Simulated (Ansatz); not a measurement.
A first, cheap relaxation of `[BH]S` radical.

```yaml
crystal:
  periodic: [false, false, false]
  atoms:
    - {symbol: B, position_ang: [0.014300, -0.511600, 0.799500]}
    - {symbol: S, position_ang: [0.213600, 1.112100, -0.200700]}
    - {symbol: H, position_ang: [0.546500, -1.436300, 0.499300]}
    - {symbol: H, position_ang: [-0.718900, 0.775500, -1.118400]}
basis:
  gaussian: {orbitals: def2-SVP}
magnetization: {spin_polarized: true, initial_magnetization: 1}
hamiltonian: {xc: pbe, dispersion: d4}
relax: {f_tol: 0.03, max_steps: 200}
```

```sh
$ ansatz run in.yaml --threads 2 --pin off --events-out ev --progress --plain --max-ram 32768MiB --backend cpu
```

It prints (some lines left out):

```
Functional definition: PBE
mean field -11531.62704029 eV, -423.7794773131 hartree, gradient 4.1e-5 eV, S^2 0.751633; 3 other end points of the search recorded, 0 dependent functions left out
relax step   1: F+E_penalty+E_count = -11531.67739500 eV  Δ(F+E_penalty+E_count) = +0.000e0 eV  max|allowed force component| = 4.017e0 eV/Å  Δτ_max = 0.0000 Å  (65 SCF iters, accepted)
mean field -11532.19673582 eV, -423.8004132378 hartree, gradient 2.4e-5 eV, S^2 0.753496; 0 other end points of the search recorded, 0 dependent functions left out
relax step   2: F+E_penalty+E_count = -11532.24735772 eV  Δ(F+E_penalty+E_count) = -5.700e-1 eV  max|allowed force component| = 1.608e0 eV/Å  Δτ_max = 0.1963 Å  (32 SCF iters, accepted)
mean field -11532.44664840 eV, -423.8095973555 hartree, gradient 2.0e-5 eV, S^2 0.754702; 0 other end points of the search recorded, 0 dependent functions left out
relax step   3: F+E_penalty+E_count = -11532.49795003 eV  Δ(F+E_penalty+E_count) = -2.506e-1 eV  max|allowed force component| = 1.936e0 eV/Å  Δτ_max = 0.1965 Å  (32 SCF iters, accepted)
mean field -11532.59023454 eV, -423.8148740488 hartree, gradient 1.3e-5 eV, S^2 0.754807; 0 other end points of the search recorded, 0 dependent functions left out
relax step   4: F+E_penalty+E_count = -11532.64104306 eV  Δ(F+E_penalty+E_count) = -1.431e-1 eV  max|allowed force component| = 1.007e0 eV/Å  Δτ_max = 0.1110 Å  (29 SCF iters, accepted)
mean field -11532.63455798 eV, -423.8165029052 hartree, gradient 1.1e-5 eV, S^2 0.754758; 0 other end points of the search recorded, 0 dependent functions left out
relax step   5: F+E_penalty+E_count = -11532.68514347 eV  Δ(F+E_penalty+E_count) = -4.410e-2 eV  max|allowed force component| = 7.075e-1 eV/Å  Δτ_max = 0.0882 Å  (29 SCF iters, accepted)
mean field -11532.63245492 eV, -423.8164256193 hartree, gradient 9.5e-6 eV, S^2 0.754976; 0 other end points of the search recorded, 0 dependent functions left out
relax step   6: F+E_penalty+E_count = -11532.68295471 eV  Δ(F+E_penalty+E_count) = +2.189e-3 eV  max|allowed force component| = 4.758e-1 eV/Å  Δτ_max = 0.0879 Å  (29 SCF iters, rejected (line search))
mean field -11532.65428032 eV, -423.8172276878 hartree, gradient 8.3e-5 eV, S^2 0.754813; 0 other end points of the search recorded, 0 dependent functions left out
relax step   7: F+E_penalty+E_count = -11532.70485757 eV  Δ(F+E_penalty+E_count) = -1.971e-2 eV  max|allowed force component| = 1.134e-1 eV/Å  Δτ_max = 0.0396 Å  (26 SCF iters, accepted)
mean field -11532.65459127 eV, -423.8172391152 hartree, gradient 5.3e-5 eV, S^2 0.754803; 0 other end points of the search recorded, 0 dependent functions left out
relax step   8: F+E_penalty+E_count = -11532.70519384 eV  Δ(F+E_penalty+E_count) = -3.363e-4 eV  max|allowed force component| = 3.038e-2 eV/Å  Δτ_max = 0.0095 Å  (26 SCF iters, accepted)
mean field -11532.65475812 eV, -423.8172452466 hartree, gradient 1.1e-5 eV, S^2 0.754811; 0 other end points of the search recorded, 0 dependent functions left out
relax step   9: F+E_penalty+E_count = -11532.70535325 eV  Δ(F+E_penalty+E_count) = -1.594e-4 eV  max|allowed force component| = 3.072e-3 eV/Å  Δτ_max = 0.0047 Å  (24 SCF iters, accepted)
mean field -11532.65475812 eV, -423.8172452466 hartree, gradient 1.1e-5 eV, S^2 0.754811; 1 other end points of the search recorded, 0 dependent functions left out
Total energy: -11532.70537874 eV, -423.8191055203 hartree
Atom 0 at     0.361816    -0.360276     0.780001 Å, force     0.000394     0.000294    -0.000246 eV/Å
Atom 1 at    -0.045860     1.132042    -0.024729 Å, force     0.000809     0.000931     0.002949 eV/Å
Atom 2 at     0.280698    -1.524672     0.464779 Å, force    -0.000139    -0.000580     0.000369 eV/Å
Atom 3 at    -0.541154     0.692605    -1.240351 Å, force    -0.001064    -0.000644    -0.003072 eV/Å
Dipole moment:    -0.127047    -0.026060    -0.302692 e Å
```

It took 4.8 s on 2 threads of an AMD EPYC 7R13 on a shared host, with 0.41 GiB of host memory at the peak.
